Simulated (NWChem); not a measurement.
All runs are NWChem calculations. System: tetrafluoromethane (CF4), charge 0, spin multiplicity 1, at a geometry optimised with PBE0/def2-SVP. Level: EOM-CCSD/def2-SVP, 5 core orbitals frozen.

Output (cleaned and shortened):

```
             Northwest Computational Chemistry Package (NWChem) 7.3.0
             --------------------------------------------------------

                                NWChem Input Module
                                -------------------

 Scaling coordinates for geometry "geometry" by  1.889725989
 (inverse scale =  0.529177249)

 Turning off AUTOSYM since
 SYMMETRY directive was detected!

                             Geometry "geometry" -> ""
                             -------------------------

 Output coordinates in angstroms (scale by  1.889725989 to convert to a.u.)

  No.       Tag          Charge          X              Y              Z
 ---- ---------------- ---------- -------------- -------------- --------------
    1 F                    9.0000     1.07423400     0.00000000    -0.75958900
    2 C                    6.0000     0.00000000     0.00000000     0.00000000
    3 F                    9.0000    -1.07423400     0.00000000    -0.75958900
    4 F                    9.0000     0.00000000    -1.07422700     0.75958900
    5 F                    9.0000     0.00000000     1.07422700     0.75958900

 Effective nuclear repulsion energy (a.u.)     206.5833605567

            Nuclear Dipole moment (a.u.)
            ----------------------------
        X                 Y               Z
 ---------------- ---------------- ----------------
     0.0000000000     0.0000000000     0.0000000000

      Symmetry information
      --------------------

 Group name             C2v
 Group number             16
 Group order               4
 No. of unique centers     3

      Symmetry unique atoms

     1    2    4


 Summary of "ao basis" -> "" (spherical)
 ------------------------------------------------------------------------------
       Tag                 Description            Shells   Functions and Types
 ---------------- ------------------------------  ------  ---------------------
 *                          def2-svp                  on all atoms

 Summary of "ao basis" -> "ao basis" (spherical)
 ------------------------------------------------------------------------------
       Tag                 Description            Shells   Functions and Types
 ---------------- ------------------------------  ------  ---------------------
 F                          def2-svp                 6       14   3s2p1d
 C                          def2-svp                 6       14   3s2p1d

                                 NWChem SCF Module
                                 -----------------

  ao basis        = "ao basis"
  functions       =    70
  atoms           =     5
  closed shells   =    21
  open shells     =     0
  charge          =   0.00
  wavefunction    = RHF
  use symmetry    = T
  symmetry adapt  = T

 Summary of "ao basis" -> "ao basis" (spherical)
 ------------------------------------------------------------------------------
       Tag                 Description            Shells   Functions and Types
 ---------------- ------------------------------  ------  ---------------------
 F                          def2-svp                 6       14   3s2p1d
 C                          def2-svp                 6       14   3s2p1d

      Symmetry analysis of basis
      --------------------------

        a1         27
        a2          9
        b1         17
        b2         17

 Forming initial guess at       0.0s

      Superposition of Atomic Density Guess
      -------------------------------------

 Sum of atomic energies:        -434.79485600

      Non-variational initial energy
      ------------------------------

 Total energy =    -436.189274
 1-e energy   =   -1018.459872
 2-e energy   =     375.687237
 HOMO         =      -0.586201
 LUMO         =       0.305977

      Symmetry analysis of molecular orbitals - initial
      -------------------------------------------------

  Numbering of irreducible representations:

     1 a1          2 a2          3 b1          4 b2

  Orbital symmetries:

     1 a1          2 b2          3 a1          4 b1          5 a1
     6 a1          7 b2          8 b1          9 a1         10 a1
    11 b1         12 b2         13 a1         14 a2         15 a1
    16 b1         17 b2         18 a1         19 b1         20 b2
[...]
 Dim. of EOMCC iter. space      500

 EOMCCSD SOLVER TYPE  1
  maxdiff =    1.0466410779714292

 No. of initial right vectors    1

 EOM-CCSD right-hand side iterations
 --------------------------------------------------------------
      Residuum       Omega / hartree  Omega / eV    Cpu    Wall
 --------------------------------------------------------------

 Iteration   1 using    1 trial vectors
   0.9385578032316   0.8353778616718   22.73180     0.5     0.5

 Iteration   2 using    2 trial vectors
   0.1620739521241   0.6391103078245   17.39108     0.3     0.3

 Iteration   3 using    3 trial vectors
   0.1000040714555   0.6292808323324   17.12361     0.3     0.3

 Iteration   4 using    4 trial vectors
   0.1157590703939   0.6190628556602   16.84556     0.3     0.3

 Iteration   5 using    5 trial vectors
   0.0900456380721   0.6022874045417   16.38908     0.3     0.3

 Iteration   6 using    6 trial vectors
   0.0580245401309   0.5997712542218   16.32061     0.3     0.3

 Iteration   7 using    7 trial vectors
   0.0382600797198   0.5968776412115   16.24187     0.3     0.3

 Iteration   8 using    8 trial vectors
   0.0230483530746   0.5962619689507   16.22512     0.3     0.3

 Iteration   9 using    9 trial vectors
   0.0196877149294   0.5959120864547   16.21560     0.3     0.3

 Iteration  10 using   10 trial vectors
   0.0197011794418   0.5954586854311   16.20326     0.3     0.3

 Iteration  11 using   11 trial vectors
   0.0122176432579   0.5952371127681   16.19723     0.3     0.3

 Iteration  12 using   12 trial vectors
   0.0079060823016   0.5950563640378   16.19231     0.3     0.3

 Iteration  13 using   13 trial vectors
   0.0068124571731   0.5950874486957   16.19316     0.3     0.3

 Iteration  14 using   14 trial vectors
   0.0050876189787   0.5950418420269   16.19192     0.3     0.3

 Iteration  15 using   15 trial vectors
   0.0033386035716   0.5950181693157   16.19128     0.4     0.4

 Iteration  16 using   16 trial vectors
   0.0021193170960   0.5950311723120   16.19163     0.4     0.4

 Iteration  17 using   17 trial vectors
   0.0013862067291   0.5950271521153   16.19152     0.4     0.4

 Iteration  18 using   18 trial vectors
   0.0008562386151   0.5950265326056   16.19150     0.4     0.4

 Iteration  19 using   19 trial vectors
   0.0005355120238   0.5950277059956   16.19153     0.4     0.4

 Iteration  20 using   20 trial vectors
   0.0003295655897   0.5950269020141   16.19151     0.4     0.4

 Iteration  21 using   21 trial vectors
   0.0001749144425   0.5950234557891   16.19142     0.4     0.4

 Iteration  22 using   22 trial vectors
   0.0000783920439   0.5950242734052   16.19144     0.4     0.4

 Iteration  23 using   23 trial vectors
   0.0000332626794   0.5950240904179   16.19144     0.4     0.4

 Iteration  24 using   24 trial vectors
   0.0000148649503   0.5950240106390   16.19143     0.4     0.4

 Iteration  25 using   25 trial vectors
   0.0000076874047   0.5950241088337   16.19144     0.4     0.4
 --------------------------------------------------------------
 Iterations converged
 ------------------

 Excited state root  1
 Excitation energy / hartree =        0.595024108833661
                   / eV      =       16.191436714522251
 largest EOMCCSD amplitudes: R1 and R2

 Singles contributions
    22a1  (alpha) ---    20b1  (alpha)       -0.6820317813
    23a1  (alpha) ---    17b1  (alpha)        0.2266142851
    23a1  (alpha) ---    20b1  (alpha)        0.2791019786
    26a1  (alpha) ---    20b1  (alpha)       -0.3079177920
    24b1  (alpha) ---    15a1  (alpha)       -0.1838516416
    24b1  (alpha) ---    18a1  (alpha)       -0.2266442574
    25b2  (alpha) ---    14a2  (alpha)        0.1061238065
    25b2  (alpha) ---    21a2  (alpha)       -0.2790247073

 Doubles contributions

 =========================================
 Excited-state calculation ( b2  symmetry)
 =========================================
 Dim. of EOMCC iter. space      500

 EOMCCSD SOLVER TYPE  1
  maxdiff =    1.0466413087220210

 No. of initial right vectors    1

 EOM-CCSD right-hand side iterations
 --------------------------------------------------------------
      Residuum       Omega / hartree  Omega / eV    Cpu    Wall
 --------------------------------------------------------------

 Iteration   1 using    1 trial vectors
   0.9385611725488   0.8353819593955   22.73191     0.5     0.5

 Iteration   2 using    2 trial vectors
   0.1620734886298   0.6391129051472   17.39115     0.3     0.3

 Iteration   3 using    3 trial vectors
   0.1000017560708   0.6292836726984   17.12369     0.3     0.3

 Iteration   4 using    4 trial vectors
   0.1157523714370   0.6190666728605   16.84567     0.3     0.3

 Iteration   5 using    5 trial vectors
   0.0900456254725   0.6022921026790   16.38921     0.3     0.3

 Iteration   6 using    6 trial vectors
   0.0580265386591   0.5997758048673   16.32074     0.3     0.3

 Iteration   7 using    7 trial vectors
   0.0382627002873   0.5968819038266   16.24199     0.3     0.3

 Iteration   8 using    8 trial vectors
   0.0230503279972   0.5962661192971   16.22523     0.3     0.3

 Iteration   9 using    9 trial vectors
   0.0196900626100   0.5959161669732   16.21571     0.3     0.3

 Iteration  10 using   10 trial vectors
   0.0197045176864   0.5954626238463   16.20337     0.3     0.3

 Iteration  11 using   11 trial vectors
   0.0122203884276   0.5952409648670   16.19734     0.3     0.3

 Iteration  12 using   12 trial vectors
   0.0079080984410   0.5950601495780   16.19242     0.3     0.3

 Iteration  13 using   13 trial vectors
   0.0068141228247   0.5950912279566   16.19326     0.3     0.3

 Iteration  14 using   14 trial vectors
   0.0050889828038   0.5950455992198   16.19202     0.3     0.3

 Iteration  15 using   15 trial vectors
   0.0033396297321   0.5950219152926   16.19138     0.4     0.4

 Iteration  16 using   16 trial vectors
   0.0021200025586   0.5950349202976   16.19173     0.4     0.4

 Iteration  17 using   17 trial vectors
   0.0013866216099   0.5950308988239   16.19162     0.4     0.4

 Iteration  18 using   18 trial vectors
   0.0008564675662   0.5950302773173   16.19160     0.4     0.4

 Iteration  19 using   19 trial vectors
   0.0005356766633   0.5950314513799   16.19164     0.4     0.4

 Iteration  20 using   20 trial vectors
   0.0003296807174   0.5950306462579   16.19161     0.4     0.4

 Iteration  21 using   21 trial vectors
   0.0001749767137   0.5950271995935   16.19152     0.4     0.4

 Iteration  22 using   22 trial vectors
   0.0000784169811   0.5950280169139   16.19154     0.4     0.4

 Iteration  23 using   23 trial vectors
   0.0000332716463   0.5950278343195   16.19154     0.4     0.4

 Iteration  24 using   24 trial vectors
   0.0000148639905   0.5950277541915   16.19154     0.4     0.4

 Iteration  25 using   25 trial vectors
   0.0000076780884   0.5950278525382   16.19154     0.4     0.4
 --------------------------------------------------------------
 Iterations converged
 ------------------

 Excited state root  1
 Excitation energy / hartree =        0.595027852538247
                   / eV      =       16.191538585950624
 largest EOMCCSD amplitudes: R1 and R2

 Singles contributions
    22a1  (alpha) ---    19b2  (alpha)        0.6820250098
    23a1  (alpha) ---    16b2  (alpha)        0.2266619357
    23a1  (alpha) ---    19b2  (alpha)        0.2790264217
    26a1  (alpha) ---    19b2  (alpha)        0.3079221523
    24b1  (alpha) ---    14a2  (alpha)       -0.1061593662
    24b1  (alpha) ---    21a2  (alpha)       -0.2790906113
    25b2  (alpha) ---    15a1  (alpha)        0.1838404592
    25b2  (alpha) ---    18a1  (alpha)       -0.2266134629

 Doubles contributions

 Task  times  cpu:       52.7s     wall:       52.7s

 Total times  cpu:       52.7s     wall:       52.7s
```

### Question
Write an NWChem input that would produce this output.

### Answer
Several could match; the one computed here: 
```
start mol
memory heap 100 mb stack 700 mb global 1900 mb
geometry units angstroms nocenter noautoz
  F      1.074234     0.000000    -0.759589
  C      0.000000     0.000000    -0.000000
  F     -1.074234     0.000000    -0.759589
  F      0.000000    -1.074227     0.759589
  F      0.000000     1.074227     0.759589
  symmetry group C2v
end
basis spherical
  * library def2-svp
end
scf
  rhf
  nopen 0
  maxiter 100
  thresh 1e-7
  semidirect memsize 60000000 filesize 0
end
tce
  freeze core 5
  ccsd
  nroots 1
  2eorb
  2emet 13
  thresh 1e-5
  maxiter 200
  tilesize 24
end
task tce energy
```
